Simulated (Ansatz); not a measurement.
## Relaxing Cu2Au

The calculation used DFT PBE, scalar-relativistic, plane waves, PAW (Ansatz 0.2.0). Cutoff 420 eV, Γ-centred k mesh, Gaussian smearing, no spin polarisation in the final step.

Cu2Au was placed on the cubic Laves (C15) structure type (Fd-3m, No. 227), with Au in place of Mg, at a guessed volume.

```
CELL_PARAMETERS angstrom
0.00000 3.53987 3.53987
3.53987 0.00000 3.53987
3.53987 3.53987 0.00000
ATOMIC_POSITIONS crystal
Cu 0.62500 0.62500 0.62500
Cu 0.12500 0.62500 0.62500
Cu 0.62500 0.62500 0.12500
Cu 0.62500 0.12500 0.62500
Au 0.00000 0.00000 0.00000
Au 0.25000 0.25000 0.25000
```

Cell and atoms relax at zero pressure; the relaxation can't lower the symmetry of the start. After a coarse first stage the cell is made exact in the group found at 0.06 Å.

The zero of energy is the elements' standard structures at the same level; no fitted shifts are applied.

(1) What does it relax into?

(2) What are its volume, energy, density and gap?

## Answers

(1) It keeps Fd-3m (No. 227). The result has the cubic Laves (C15) structure. Conventional cell: a = 6.948 Å. Cu is coordinated by 6 Cu at 2.46 Å and 6 Au at 2.88 Å; around Au lie 12 Cu at 2.88 Å and 4 Au at 3.01 Å.

```
Cu Au
1.0
     0.00000    3.47420    3.47420
     3.47420    0.00000    3.47420
     3.47420    3.47420    0.00000
Cu Au
4 2
Cartesian
  4.3428 4.3428 4.3428
  4.3428 2.6057 2.6057
  2.6057 2.6057 4.3428
  2.6057 4.3428 2.6057
  0.0000 0.0000 0.0000
  1.7371 1.7371 1.7371
```

(2) The volume per atom is 13.98 Å³. The density is 12.83 g/cm³ and the energy over the elements is 0.02 eV/atom. The gap on the 10×10×10 mesh is 0 eV (a metal).

The final run used a 10×10×10 mesh on its 6-atom cell and 0.10 eV smearing. The k mesh leaves about 4 meV/atom of noise in metals. Spin–orbit coupling is left out. A structure relaxed within its symmetry needn't be a true minimum.

Cost: 3 runs of about 1.5 core-minutes in all, on Arm Neoverse V1 (shared hosts).